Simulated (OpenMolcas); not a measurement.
# How basis sets differ on N2O (nitrous oxide)

N2O has 3 atoms, charge 0, and is taken as a singlet. As SMILES, `N#[N+][O-]`. The coordinates come from a PBE0-D4/def2-TZVP relaxation.

```jsonl
{"atom": "N", "x (Å)": "-0.5117", "y (Å)": "1.0013", "z (Å)": "-0.1679"}
{"atom": "N", "x (Å)": "-0.0084", "y (Å)": "0.0165", "z (Å)": "-0.0028"}
{"atom": "O", "x (Å)": "0.5201", "y (Å)": "-1.0178", "z (Å)": "0.1707"}
```

Each level gives the dipole moment (D). The values are calculated.

Measured value to compare with: NIST CCCBDB gives the dipole moment of the gas as 0.17 D.

| level | kind | program | value (D) | computed − measured | CPU time |
| --- | --- | --- | --- | --- | --- |
| PW6B95/cc-pVDZ | hybrid meta-GGA | OpenMolcas | 0.05 | -0.12 | 3 s |
| PW6B95/cc-pCVDZ | hybrid meta-GGA | OpenMolcas | 0.05 | -0.12 | 3.5 s |
| PW6B95/cc-pVTZ | hybrid meta-GGA | OpenMolcas | 0.05 | -0.12 | 8.7 s |
| PW6B95/cc-pCVTZ | hybrid meta-GGA | OpenMolcas | 0.05 | -0.12 | 21 s |

Nearest: PW6B95/cc-pVDZ (-0.12 D), PW6B95/cc-pCVDZ (-0.12 D), PW6B95/cc-pVTZ (-0.12 D), PW6B95/cc-pCVTZ (-0.12 D); farthest: PW6B95/cc-pCVTZ (-0.12 D). The measured dipole is a vibrational average, so differences of a few hundredths of a debye mean little. Magnitudes only: a small dipole may point the other way at some levels. CPU times are rough (shared hosts, several kinds of processor): they show what a rung costs within a factor of a few.
